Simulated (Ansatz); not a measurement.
# FMg: ladder of methods at one geometry from a Python script

The task here is to estimate one member of a computed series from the others.

Computed with the Python package of Ansatz 0.2.0. The levels of theory stand in the script.

## The system

Bond lengths: Mg1–F2 1.963 Å.

The script holds or builds the structure itself.

The first run:

Contents of methods_fmg.py:

```python
"""FMg at several levels of theory."""

import ansatz as az

geometry_ang = [
    ("Mg", [0.9813, 0.0, 0.0]),
    ("F", [-0.9813, 0.0, 0.0]),
]
molecule = az.Crystal.molecule()
for symbol, xyz in geometry_ang:
    molecule = molecule.atom(symbol, xyz)

calc = (
    molecule.calculation()
    .basis(gaussian="def2-SVP")
    .spin("collinear", total=1)
)

methods = ["mp2", "ccsd", "ccsd_t", "bccd_t"]
reports = [calc.correlation(m).run(threads=1, backend="cpu").report for m in methods]
print(f"Hartree-Fock reference {reports[0]['reference_energy_ev'] / 27.211386246:.6f} Ha")
best = reports[-1]["free_energy_ev"] - reports[-1]["reference_energy_ev"]
for method, each in zip(methods, reports):
    gained = each["free_energy_ev"] - each["reference_energy_ev"]
    print(f"{method:8s} total {each['free_energy_ev'] / 27.211386246:.6f} Ha  correlation {gained:9.4f} eV  ({100 * gained / best:.1f} % of the last)")
```

Run with:

```
> python methods_fmg.py
```

Among the steps run: Running it.

One table of the session follows, with a row left open; its other results are not shown here.

It belongs to the step «What each run gave». Correlation energies (total less mean field):

| method | correlation (eV) |
| --- | --- |
| mp2 | -5.853 |
| ccsd | -5.875 |
| ccsd_t | ? |
| bccd_t | -5.973 |

**Question.** Estimate the row for ccsd_t.

The run gave: correlation (eV): -5.968. In the column «correlation (eV)» it lies between bccd_t (-5.973) and ccsd (-5.875).

To keep in mind: A lower total doesn't mark the better method: functionals have no common bound, and MP2 and coupled cluster aren't variational.
- The run takes the species as open-shell (spin multiplicity 2), which needn't be its ground state.
- Inner cores stay frozen; the shell under the valence of alkali and alkaline-earth atoms is correlated with it.
- The spin state was assumed, and another may lie lower.
